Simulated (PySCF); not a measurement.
Computed with PySCF and rigid-rotor harmonic-oscillator thermochemistry at 1 bar. 'Table' is the NASA 1993 thermochemical table (part measured, part estimated). 6-31G* has spherical d functions here. Open shells (unrestricted): SiH3 (multiplicity 2). The harmonic model lacks anharmonicity and excited electronic states, which grow with temperature; levels with a mode under 35 cm⁻¹ are left out. The table's entry may be an old estimate for SiH3 (not checked at source).

Harmonic frequencies at HF/6-31G* (cm⁻¹): 875, 1015, 1015, 2361, 2380, 2380. Point group C3v; S°(298 K) = 216.2 J/mol/K at this level.

Question: Work out Cp and S° of gaseous SiH3 at 500, 800, 1200, 1600, 2000 K from these, and set them beside the table.

Answer: 
```json
[
 {"T (K)": "500", "Cp HF/6-31G*": "48.1", "Cp table": "49.8", "S° HF/6-31G*": "238.5", "S° table": "239.2"},
 {"T (K)": "800", "Cp HF/6-31G*": "59.3", "Cp table": "62.4", "S° HF/6-31G*": "263.6", "S° table": "265.6"},
 {"T (K)": "1200", "Cp HF/6-31G*": "68.8", "Cp table": "71.3", "S° HF/6-31G*": "289.6", "S° table": "292.8"},
 {"T (K)": "1600", "Cp HF/6-31G*": "74.0", "Cp table": "76.0", "S° HF/6-31G*": "310.2", "S° table": "314.0"},
 {"T (K)": "2000", "Cp HF/6-31G*": "76.9", "Cp table": "78.6", "S° HF/6-31G*": "327.1", "S° table": "331.3"}
]
```
Units J/mol/K.
